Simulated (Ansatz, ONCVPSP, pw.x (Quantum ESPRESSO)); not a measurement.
From atom to crystal: ONCV potential for Ga

ONCVPSP 4.0.1.1 (patched build) input, shortened (lines: element, Z, core and valence counts, functional; n l f; lmax; l rc ep ncon nbas qcut; lloc lpopt rc5 dvloc0; l nproj debl; icmod fcfact rcfact), PBEsol, scalar-relativistic:

```
  Ga 31.00    5    3  -116133      upf
    1    0    2.00
    2    0    2.00
    2    1    6.00
    3    0    2.00
    3    1    6.00
    3    2   10.00
    4    0    2.00
    4    1    1.00
    2
    0    2.00    0.00    4    7    3.60
    1    2.05    0.00    4    8    4.10
    2    1.40    0.00    3    7   11.40
    4    3    0.95    1.00
    0    3    3.00
    1    2    3.70
    2    2    3.50
    3    5.50    1.60
```

Atomic tests: cutoffs needed: 52 Ha and 57 Ha (the cutoffs (Ha) at which the residual kinetic energy of the hardest occupied pseudo-wave falls to 1 and 0.1 mHa per electron); ghost test: no bound ghost flagged; GHOST(+) flagged for p at 167.7 eV, s at 169.6 eV; configuration tests: 1 of 4 tests not solved or not reliable.

Crystal test: bcc Ga in pw.x 7.5, no spin, 14³ k-points, Fermi–Dirac smearing 0.01 Ry, cutoffs 135/540 Ry. The reference is all-electron LAPW (Ansatz 0.2.0) with the same functional, mesh and smearing; V0 and B0 come from Birch–Murnaghan fits to the pressures at five volumes. Errors are pseudo minus all-electron; Δ is the rms difference of the E(V) curves that follow from these fits, minima aligned, over ±6 % about the mean V0. Mesh and smearing are coarse, so the numbers serve the comparison and aren't converged zero-temperature values; the lattice is a test structure that the element need not adopt.

All-electron: a0 = 3.298 Å (V0 = 17.94 Å³/atom), B0 = 59.1 GPa.

How far does the potential miss the all-electron equation of state?

mean pressure error (GPa): +0.00; a0 (Å): 3.298; a0 error (%): +0.00; B0 error (%): +0.1; Δ (meV/atom): 0.0. Atomic configuration tests: 1 of 4 tests not solved or not reliable.

```tsv
V (Å³/atom)	P all-electron (GPa)	P pseudo (GPa)
17.214	2.71	2.71
17.667	0.93	0.94
18.120	-0.58	-0.58
18.573	-1.88	-1.88
19.026	-2.99	-2.99
```

At the middle volume, how do free energy and pressure move when the wave cutoff is lowered (ecutrho kept at four times it)?

```csv
cutoff (Ry),shift of F (meV/atom),shift of P (GPa)
61,+52342.0,-1530.56
81,+7284.6,-409.00
108,+120.8,-15.16
```

The run at the middle volume (104 k-points, 8 iterations) took about 63 s on one core of a shared host (Neoverse-V2, 96 threads, 742 GiB, load 27).
